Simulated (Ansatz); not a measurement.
## HGaB⁺, triplet: reading a ladder of total energies

Geometry: that of the HGaB, quartet, kept fixed.

```xyz
3

B     0.0000    0.0000    1.7828
Ga    0.0000    0.0000   -0.1197
H     0.0000    0.0000   -1.6631
```

Basis 6-31G (Cartesian d functions); Ansatz 0.2.0. Only valence electrons are correlated (noble-gas cores and the filled d shells of p-block atoms frozen), which leaves 6 electrons in 25 orbitals. R marks a restricted (for open shells ROHF) determinant. No spin–orbit coupling is included, and no scalar relativity.

Full CI is exact within this basis and frozen core; it isn't the basis-set limit.

RCCSD has a T1 diagnostic of 0.027 and a largest doubles amplitude of 0.06.

Runs differ by some tens of microhartree through their thresholds and, for an open shell, their frozen cores, so steps under 0.03 kcal/mol mean nothing.

| level | total energy (hartree) |
| --- | --- |
| RHF | -1947.769772 |
| RMP2 | -1947.812752 |
| RCCSD | -1947.832823 |
| RCCSD(T) | -1947.834157 |
| RCCSDT | -1947.834892 |
| RCCSDT(Q) | -1947.834947 |
| full CI | -1947.834969 |

Question: What is the correlation energy at full CI, and what share of it do RMP2 and RCCSDT recover?

Answer: E(corr) = -1947.834969 − (-1947.769772) = -0.065197 hartree = -1.774 eV. RMP2: -0.042980 / -0.065197 = 65.92 %. RCCSDT: -0.065120 / -0.065197 = 99.88 %.

Question: By how many kcal/mol does RCCSD(T) miss full CI (1 hartree = 627.509 kcal/mol), and which steps make up the rest?

Answer: -1947.834157 − (-1947.834969) = 0.000812 hartree = 0.51 kcal/mol. Steps: RCCSDT − RCCSD(T) = -0.46, RCCSDT(Q) − RCCSDT = -0.03, full CI − RCCSDT(Q) = -0.01 kcal/mol. That is within 1 kcal/mol of the reference in this basis, which itself misses far more of the correlation at the basis-set limit.
